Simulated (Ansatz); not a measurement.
# BF₂ (doublet): the correlation ladder, def2-TZVPP

The task here is to estimate one member of a computed series from the others.

Computed with Ansatz 0.2.0, Gaussian basis. Level: def2-TZVPP, core rule «outside noble gas», up to 3 orbitals frozen.

Plan: UHF; ROHF; CCSD(T) on UHF.

**The system**

The geometry is a PBE0/def2-TZVP stationary point (not a proven minimum) of the parent state, kept for this charge and spin.

3 atoms, charge 0, spin multiplicity 2.

Atoms are counted from 1 here; the program's logs count them from 0.

Bond lengths: B1–F2 1.470 Å, B1–F3 1.470 Å. Angles: F2–B1–F3 82.4°.

Set-up of the first run:

File in.yaml:

```yaml
crystal:
  periodic: [false, false, false]
  atoms:
    - {symbol: B, position_ang: [0.000000, -0.860948, 0.000000]}
    - {symbol: F, position_ang: [0.000000, 0.244960, -0.967951]}
    - {symbol: F, position_ang: [0.000000, 0.244960, 0.967951]}
basis:
  gaussian: {orbitals: def2-TZVPP}
magnetization: {spin_polarized: true, initial_magnetization: 1}
hamiltonian: {xc: hf}
output: {orbitals: {seedname: orbitals}}
```

The run is started by

```sh
ansatz run in.yaml --threads 1 --pin off --events-out ev --progress --plain --max-ram 4096MiB --backend cpu
```

Among the steps run: UHF; ROHF; CCSD(T) on UHF.

One table of the session follows, with a row left open; its other results are not shown here.

| method | from UCCSD(T) (kcal/mol) |
| --- | --- |
| ROHF | +376.08 |
| UHF | +375.54 |
| UMP2 | ? |
| UCCSD | +12.25 |
| UCCSD(T) | 0 |

Estimate the missing values for UMP2.

**Answer.** from UCCSD(T) (kcal/mol): +12.55. In the column «from UCCSD(T) (kcal/mol)» it lies between UCCSD (+12.25) and UHF (+375.54).
